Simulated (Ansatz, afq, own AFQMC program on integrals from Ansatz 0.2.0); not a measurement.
AlSi$_{2}$NH$_{8}$, singlet: energetics from AFQMC and coupled cluster

```
atom    x (Å)    y (Å)    z (Å)
  Al  -0.9097   1.7242  -0.2600
   N  -0.0708   0.1413  -0.0189
  Si  -0.1491  -0.7080   1.5190
  Si   0.8535  -0.6065  -1.3147
   H  -0.8000   2.4156  -1.6816
   H  -1.7105   2.3365   0.9627
   H   1.2161  -0.8757   2.1096
   H  -0.7368  -2.0738   1.3448
   H  -0.9989   0.0715   2.4668
   H   0.8393   0.2907  -2.5077
   H   0.2729  -1.9331  -1.6940
   H   2.2708  -0.8381  -0.8920
```

Geometry: a PBE0/def2-SVP stationary point, not shown to be a minimum. Basis def2-TZVP. Only valence electrons are correlated. Ansatz 0.2.0 and our own AFQMC program on the same integrals; the CISD trial comes from CCSD amplitudes, and released means the phaseless constraint is let go. Error bars are statistical, one sigma.

Best estimates are CCSD(T) at the basis-set limit (def2-TZVPP/QZVPP) plus the step from CCSD(T) to the highest rung at hand in def2-TZVP, named in the table (released AFQMC can keep some 10 meV of bias). Fragments are relaxed and keep their bonds. No zero-point, core-correlation or spin–orbit terms. Where CCSD(T) in the larger sets was too dear, only MP2 was extrapolated. Other levels are in def2-TZVP; a dash marks a level that is missing or breaks spin symmetry for a member.

Cautions: AlSi₂NH₈ (singlet): the released value is read at 0.90 1/Eh with a noise of 20 meV, more than in the cases checked (meV from the phaseless value at times in 1/Eh: -11 ± 14 at 0.21, 1 ± 14 at 0.42, -2 ± 13 at 0.63, -4 ± 20 at 0.90); AlSi₂NH₇ (doublet): the ph-AFQMC/CISD walk drifts between its halves (2.1 errors), the released value is read at 0.90 1/Eh with a noise of 14 meV, more than in the cases checked (meV from the phaseless value at times in 1/Eh: -51 ± 18 at 0.21, -63 ± 15 at 0.42, -66 ± 25 at 0.63, -23 ± 14 at 0.90); AlSi₂NH₈⁺ (doublet): the released value is read at 0.63 1/Eh with a noise of 27 meV, more than in the cases checked, later times being too noisy (meV from the phaseless value at times in 1/Eh: -16 ± 24 at 0.21, -29 ± 23 at 0.42, -19 ± 27 at 0.63, -10 ± 36 at 0.90).

| process | PBE (eV) |
| --- | --- |
| Si3–H7 → AlSi2NH7 (doublet) + H (doublet) | 3.88 |
| to charge +1, doublet (vertical) | 9.36 |
| to free atoms | 36.69 |

Question: From these values, estimate the best estimates.

Answer: 
```csv
process,best estimate (eV),highest rung
Si3–H7 → AlSi2NH7 (doublet) + H (doublet),4.17 ± 0.02,released AFQMC
"to charge +1, doublet (vertical)",10.05 ± 0.03,released AFQMC
to free atoms,37.72 ± 0.02,released AFQMC
```

Errors against the best estimates in eV, in the same order:

```
        level      error, 1      error, 2      error, 3
          MP2         -0.23          0.22         -1.82
      CCSD(T)         -0.12         -0.15         -1.64
ph-AFQMC/CISD  -0.11 ± 0.02  -0.15 ± 0.02  -1.64 ± 0.01
  CCSD(T)/CBS          0.01          0.01          0.01
          PBE         -0.29         -0.69         -1.03
       r2SCAN         -0.22         -0.52         -0.41
         PBE0         -0.23         -0.41         -1.11
        B3LYP         -0.10         -0.40         -0.62
      wB97M-V          0.02         -0.17         -0.06
       B2PLYP         -0.11         -0.23         -0.85
```

Cost at the first geometry (cards were shared with other jobs): PBE0/def2-TZVP, 12 s on 1 thread of AMD EPYC 7R13 Processor (Zen 3), with other jobs on the host; RCCSD(T)/def2-TZVP, 6.5 s on 1 × NVIDIA H100 80GB HBM3 with 1 thread of AMD EPYC 7R13 Processor (Zen 3) (shared host); CCSD(T)/def2-QZVPP, 24 s on 1 × NVIDIA H100 80GB HBM3 with 1 thread of AMD EPYC 7R13 Processor (Zen 3), with other jobs on the host; ph-AFQMC/CISD with release, 3.9 min on 1 × NVIDIA H100 80GB HBM3 with 2 threads of AMD EPYC 7R13 Processor (Zen 3), on a shared host.

Best estimates are given only where the step beyond CCSD(T) is under 0.3 eV and no member's determinant is very poor (T1 over 0.05, or 0.07 for open shells, ⟨S²⟩ too high by 0.3, two states mixed), so the hardest cases are missing from such tables.

The functionals ran in a triple-zeta set and keep a basis error of their own, a few kJ/mol for each bond in atomization energies and more for double hybrids, so close places among them and the extrapolated levels can swap.

Each member of a difference takes its own highest rung, so a best estimate needn't equal the limit plus the step of one row. Released energies are given only where the last usable release times agree within the noise; a slower fall can still hide under it.
